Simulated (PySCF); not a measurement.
Molfile (atoms numbered from 1):
```
C4H7S
     RDKit          3D

 12 11  0  0  0  0  0  0  0  0999 V2000
   -2.0503   -0.2071   -0.4252 C   0  0  0  0  0  0  0  0  0  0  0  0
   -0.8518    0.0567    0.4903 C   0  0  0  0  0  0  0  0  0  0  0  0
    0.2850   -0.9014    0.3093 C   0  0  0  0  0  0  0  0  0  0  0  0
    1.5228   -0.5433   -0.1391 C   0  0  0  0  0  0  0  0  0  0  0  0
    2.9226   -1.4943   -0.4137 S   0  0  0  0  0  0  0  0  0  0  0  0
   -2.8860    0.4954   -0.2449 H   0  0  0  0  0  0  0  0  0  0  0  0
   -1.7511   -0.1285   -1.4830 H   0  0  0  0  0  0  0  0  0  0  0  0
   -2.4372   -1.2298   -0.2771 H   0  0  0  0  0  0  0  0  0  0  0  0
   -1.2263    0.0588    1.5385 H   0  0  0  0  0  0  0  0  0  0  0  0
   -0.4820    1.0831    0.3083 H   0  0  0  0  0  0  0  0  0  0  0  0
    0.0991   -1.9593    0.5431 H   0  0  0  0  0  0  0  0  0  0  0  0
    1.6172    0.5441   -0.3493 H   0  0  0  0  0  0  0  0  0  0  0  0
  1  2  1  0
  2  3  1  0
  3  4  2  0
  4  5  1  0
  1  6  1  0
  1  7  1  0
  1  8  1  0
  2  9  1  0
  2 10  1  0
  3 11  1  0
  4 12  1  0
M  CHG  1   5  -1
M  END
```

Geometry: PBE0-D3(BJ)/def2-SVP; GIAO absolute shieldings from PySCF 2.14.0 with density-fitted response routines, gas phase, non-relativistic, averaged over equivalent atoms.

At PBE0/pcSseg-1 (127 basis functions, 9.8 s wall time on 1 thread of an Arm Neoverse V1, shared host):
| atoms | σ (ppm) |
| --- | --- |
| C4 | 15.6 |
| C3 | 69.1 |
| C2 | 151.1 |
| C1 | 162.9 |
| S5 | 485.2 |
| H12 | 23.93 |
| H11 | 26.57 |
| H9/H10 | 29.37 |
| H6/H7/H8 | 30.68 |

Problem. What do these become at wB97X-D/pcSseg-2?

Solution. 
```
   atoms  σ at wB97X-D/pcSseg-2  change
      C4                    6.6    -9.0
      C3                   62.8    -6.3
      C2                  150.3    -0.8
      C1                  162.3    -0.6
      S5                  511.4   +26.2
     H12                  23.49   -0.44
     H11                  26.25   -0.32
  H9/H10                  29.42   +0.05
H6/H7/H8                  30.72   +0.04
```

The largest change is at S5 (sulfur bonded to C). Cost: 285 basis functions, 42 s wall time on 1 thread of an Arm Neoverse V1, shared host. The order of the carbon signals is the same at both levels.
